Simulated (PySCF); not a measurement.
# LiS at PBE0

Computed with PBE0; basis Li aug-cc-pVDZ, S aug-cc-pV(D+d)Z; no relativity; PySCF 2.14.

```json
{
  "state": "⁴Σ⁻ (quartet), unpaired electrons σ ↑, π ↑↑, a second solution, started from another occupation",
  "bond length": "5.389 bohr",
  "harmonic wavenumber": "138 cm⁻¹",
  "force constant": "0.0649 mdyn/Å",
  "rotational constant Be": "0.3603 cm⁻¹",
  "anharmonicity ωexe": "9.10 cm⁻¹",
  "vibration–rotation constant αe": "0.0222 cm⁻¹",
  "energy of the minimum from ground-state Li + S": "-0.088 eV",
  "bond order (Mayer)": "0.17",
  "dipole moment (positive dipole means Li(−)S(+))": "2.90 D"
}
```

Counting both spins, an empty level lies below a filled one in this solution, because spin and occupation are held.
